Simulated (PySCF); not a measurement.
Gas-phase reaction: Al2F6 + AlH3 = 3 H + 3 AlF2

Energies from PySCF, thermal terms from the rigid-rotor harmonic-oscillator model, ideal gas at 1 bar. S°(298 K) at PBE0/def2-TZVP differs from the NASA 1993 table for Al2F6 (+7 J/mol/K); whether the harmonic model or the table's entry is off was not settled. † marks an energy on the PBE0/def2-TZVP geometry and frequencies; other levels use their own. Open shells (unrestricted): H (multiplicity 2), AlF2 (multiplicity 2); the rest are closed-shell singlets. AlH3: computed as isolated molecules; such fragments, hydroxides, amides, oligomers or adducts are transient or little studied in the gas. The harmonic model lacks anharmonicity and excited electronic states, which grow with temperature; levels with a mode under 35 cm⁻¹ are left out. Soft modes under 120 cm⁻¹ make the harmonic entropy rough for Al2F6.

```json
[
 {"level": "PBE/def2-SVP", "ΔE electronic, kJ": "1250", "ΔH°(298 K), kJ": "1205", "ΔS°(298 K), J/K": "538", "ΔG°(600 K), kJ": "881"},
 {"level": "PBE/def2-TZVP†", "ΔE electronic, kJ": "1174", "ΔH°(298 K), kJ": "1128", "ΔS°(298 K), J/K": "539", "ΔG°(600 K), kJ": "803"},
 {"level": "PBE0/def2-QZVP†", "ΔE electronic, kJ": "1210", "ΔH°(298 K), kJ": "1164", "ΔS°(298 K), J/K": "539", "ΔG°(600 K), kJ": "839"},
 {"level": "PBE0/def2-SVP†", "ΔE electronic, kJ": "1280", "ΔH°(298 K), kJ": "1234", "ΔS°(298 K), J/K": "539", "ΔG°(600 K), kJ": "909"},
 {"level": "r2SCAN/def2-TZVP†", "ΔE electronic, kJ": "1235", "ΔH°(298 K), kJ": "1190", "ΔS°(298 K), J/K": "539", "ΔG°(600 K), kJ": "865"},
 {"level": "LDA/def2-TZVP†", "ΔE electronic, kJ": "1318", "ΔH°(298 K), kJ": "1272", "ΔS°(298 K), J/K": "539", "ΔG°(600 K), kJ": "948"},
 {"level": "ωB97M-V/def2-TZVP†", "ΔE electronic, kJ": "1300", "ΔH°(298 K), kJ": "1254", "ΔS°(298 K), J/K": "539", "ΔG°(600 K), kJ": "929"},
 {"level": "ωB97X-V/def2-TZVP†", "ΔE electronic, kJ": "1289", "ΔH°(298 K), kJ": "1243", "ΔS°(298 K), J/K": "539", "ΔG°(600 K), kJ": "918"}
]
```
ΔH° is lowest at PBE/def2-TZVP† and highest at LDA/def2-TZVP†. No reference value is set beside these.
